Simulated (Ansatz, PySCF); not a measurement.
Reaction (SMILES): O=CO -> O=CO as doublet, charge +1 + e-
Structures are relaxed separately at B3LYP-D3(BJ)/def2-TZVP in Ansatz (a quantum-chemistry and plane-wave program), one conformer each, not searched for the lowest. A spin state is the lowest found, not a proven ground state.

Wanted: adiabatic ionisation energy (0 K, with B3LYP-D3(BJ) harmonic zero-point energies from PySCF), in eV. Cores are frozen in the correlated levels unless marked. UHF or UKS for open shells. No spin-orbit coupling. Non-relativistic. CBS marks a two-point X^-3 extrapolation of the correlation energy; Hartree-Fock from the larger set. The bracket is a focal-point correction in the basis named.

```json
[
 {"level": "BLYP-D4/def2-TZVPD", "program": "Ansatz + dftd4", "adiabatic ionisation energy (eV)": "11.05"},
 {"level": "BP86/def2-TZVPD", "program": "PySCF", "adiabatic ionisation energy (eV)": "11.19"},
 {"level": "B97M-V/def2-TZVPD", "program": "Ansatz", "adiabatic ionisation energy (eV)": "11.04"},
 {"level": "BHLYP-D3(BJ)/def2-TZVPD", "program": "Ansatz + dftd3", "adiabatic ionisation energy (eV)": "10.90"}
]
```

Question: Predict the RI-MP2/CBS(aug-cc-pVTZ,aug-cc-pVQZ)+[CCSD(T)-MP2]/aug-cc-pVTZ result (Ansatz).

Answer: 11.36 eV
